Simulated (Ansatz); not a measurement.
System: bcc W. Method: HSE06 (PAW; Ansatz, an electronic-structure program).

Numerical settings: plane-wave cutoff 460 eV, 14×14×14 k mesh, Fermi–Dirac smearing 0.05 eV, no spin polarisation, scalar-relativistic PAW data made under PBE.

Computed at the level's own relaxed cell.

Question: Estimate the volume per atom, bulk modulus B0, equilibrium lattice constant a and pressure derivative B′ of the bulk modulus that the calculation returns.

Answer: 
- volume per atom: 15.82 Å³/atom
- bulk modulus B0: 335 GPa
- equilibrium lattice constant a: 3.163 Å
- pressure derivative B′ of the bulk modulus: 4.2

Measured, for comparison: equilibrium volume per atom 15.78 Å³/atom, lattice constant a 3.16 Å (static lattice: zero-point anharmonic expansion removed; as tabulated in Mejia-Rodriguez and Trickey (2018), arXiv:1807.09216); bulk modulus 312 GPa (zero-point energy and finite temperature contributions removed, our sources range from 300 to 328; as tabulated in doi:10.1021/acs.jctc.3c00612). Computed (rounded) less measured: equilibrium volume per atom +0.3 %, bulk modulus +7 % (+2 % to +12 % over the range), lattice constant a +0.1 %.

Spin–orbit coupling is not included.
